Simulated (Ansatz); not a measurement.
# ClHSSi: the cost of one run

All numbers are computed with Ansatz 0.2.0 through its Python package. Level of theory: MP2/def2-SVP.

## 1. The structure

Bond lengths: S1–Si2 2.101 Å, Si2–Cl3 2.017 Å, S1–H4 1.318 Å. Angles: S1–Si2–Cl3 107.1°, Si2–S1–H4 98.8°.

The script holds or builds the structure itself.

## 2. The code

Contents of scan.py:

```python
"""Stretching a bond of ClHSSi, the rest held rigid."""

import ansatz as az
import numpy as np

BASIS_SET = "def2-SVP"
LEVEL = "mp2"

system = (
    az.Crystal.molecule()
    .atom("S", [-0.1646, 0.9556, -0.6123])
    .atom("Si", [-0.1173, -0.8568, 0.4488])
    .atom("Cl", [1.7811, -1.1284, 1.0726])
    .atom("H", [-1.4437, 0.9693, -0.9293])
)

symbols = [site.symbol for site in system.cartesian_sites]
start = np.array([site.position_ang for site in system.cartesian_sites])
axis = (start[0] - start[1]) / np.linalg.norm(start[0] - start[1])
moving = [0, 3]
lengths, energies = [1.849, 1.933, 2.017, 2.101, 2.185, 2.269, 2.353, 2.479], []
for length in lengths:
    xyz = start.copy()
    xyz[moving] += (length - np.linalg.norm(start[0] - start[1])) * axis
    point = az.Crystal.molecule()
    for symbol, place in zip(symbols, xyz):
        point = point.atom(symbol, place.tolist())
    model = (
        point.calculation()
        .basis(gaussian=BASIS_SET)  # atom-centred Gaussian functions
        .correlation(LEVEL)
    )
    report = model.run().report
    energies.append(report["free_energy_ev"])
    print(f"r = {length:6.3f} A  E = {energies[-1]:.5f} eV  <S^2> = {abs(report['mean_field']['state']['spin_squared']):.3f}")

# quartic fit about the minimum
fit = np.polynomial.Polynomial.fit(lengths, np.array(energies) - min(energies), 4).convert()
roots = [r.real for r in fit.deriv().roots() if abs(r.imag) < 1e-9 and fit.deriv(2)(r.real) > 0]
r_e = min(roots, key=lambda r: abs(r - lengths[int(np.argmin(energies))]))
print(f"minimum of the fit at {r_e:.4f} A, force constant {fit.deriv(2)(r_e):.2f} eV/A^2")
```

## 3. What the engine is handed

The engine receives this input (first run):

```yaml
crystal:
  periodic: [false, false, false]
  atoms:
    - { symbol: S, position_ang: [-0.1589325341355324, 0.7384390035357068, -0.4851594497085293] }
    - { symbol: Si, position_ang: [-0.1173, -0.8568, 0.4488] }
    - { symbol: Cl, position_ang: [1.7811, -1.1284, 1.0726] }
    - { symbol: H, position_ang: [-1.4380325341355324, 0.7521390035357068, -0.8021594497085294] }
basis:
  gaussian:
    orbitals: def2-SVP
correlation:
  method: mp2
```

## 4. The run

On the command line:

```bash
python scan.py
```

What time and memory should one allow on 1 thread of Arm Neoverse V2, shared host?

About 2.9 s, with a peak of 0.18 GiB.
